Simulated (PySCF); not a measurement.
Species: H₂O.
SMILES: `O`

Level of theory: PySCF 2.14.0, PBE0-D3(BJ)/def2-SVP geometry optimisation, gas phase.

Masses are those of the commonest isotopes; rigid-rotor values at the optimised geometry. 

Q: What are A, B and C (GHz)?

A: Ia = 0.64, Ib = 1.15, Ic = 1.79 u·Å²; 505379 MHz·u·Å²/I gives 788945, 440595 and 282712 MHz, that is A = 788.94, B = 440.60, C = 282.71 GHz.

Q: Classify the top.

A: An asymmetric top; Ray's κ = -0.376.

Q: Give the coordinates in the principal-axis frame, origin at the centre of mass.

A: The sense of each axis is arbitrary; atoms in the order of the calculation.
```csv
atom,mass (u),a (Å),b (Å),c (Å)
O1,15.995,0.000,0.067,0.000
H2,1.008,-0.754,-0.531,0.000
H3,1.008,0.754,-0.531,0.000
```

Q: List the rotational levels J(Ka,Kc) to J = 5 (cm⁻¹).

A: Above 0(0,0):
J = 1: 1(0,1) 24.1269, 1(1,1) 35.7466, 1(1,0) 41.0130
J = 2: 2(0,2) 70.9569, 2(1,2) 78.7340, 2(1,1) 94.5333, 2(2,1) 129.3924, 2(2,0) 130.8163
J = 3: 3(0,3) 138.2158, 3(1,3) 142.4189, 3(1,2) 173.7660, 3(2,2) 201.7732, 3(2,1) 208.3189, 3(3,1) 273.8340, 3(3,0) 274.0854
J = 4: 4(0,4) 224.2320, 4(1,4) 226.1438, 4(1,3) 277.1276, 4(2,3) 297.1531, 4(2,2) 314.1537, 4(3,2) 372.5916, 4(3,1) 374.2721, 4(4,1) 470.4434, 4(4,0) 470.4800
J = 5: 5(0,5) 328.6018, 5(1,5) 329.3780, 5(1,4) 402.2557, 5(2,4) 414.6438, 5(2,3) 447.6263, 5(3,3) 496.0822, 5(3,2) 502.1961, 5(4,2) 594.2220, 5(4,1) 594.5415, 5(5,1) 719.6048, 5(5,0) 719.6096

Q: Predict some low-J microwave lines.

A: The dipole components are |μa| = 0.00 D, |μb| = 2.03 D, |μc| = 0.00 D; the symmetry axis of this C2v structure is b, so μa and μc vanish by symmetry and there are no a-type or c-type lines. Some lines, for components of 0.1 D or more:

```
type  branch         J(Ka,Kc)      MHz  lower level (cm⁻¹)
   b       Q  1(1,0) ← 1(0,1)   506233              24.127
   b       Q  2(1,1) ← 2(0,2)   706804              70.957
   b       R  2(0,2) ← 1(1,1)  1055577              35.747
   b       R  1(1,1) ← 0(0,0)  1071657               0.000
   b       Q  2(2,0) ← 2(1,1)  1087736              94.533
   b       Q  2(2,1) ← 2(1,2)  1518700              78.734
   b       R  2(1,2) ← 1(0,1)  1637080              24.127
   b       R  2(2,1) ← 1(1,0)  2649546              41.013
   b       R  2(2,0) ← 1(1,1)  2850117              35.747
```

Q: Estimate the classical rotational partition function at 298.15 K and 500 K.

A: Point group C2v, symmetry number σ = 2; q = (√π/σ)·√((kT/h)³/(ABC)), k/h = 20836.6 MHz/K: 43.8 at 298.15 K, 95.1 at 500 K.

Stationary, but not proved a minimum. No vibrational averaging or centrifugal distortion is included, and the geometry carries the error of its method.
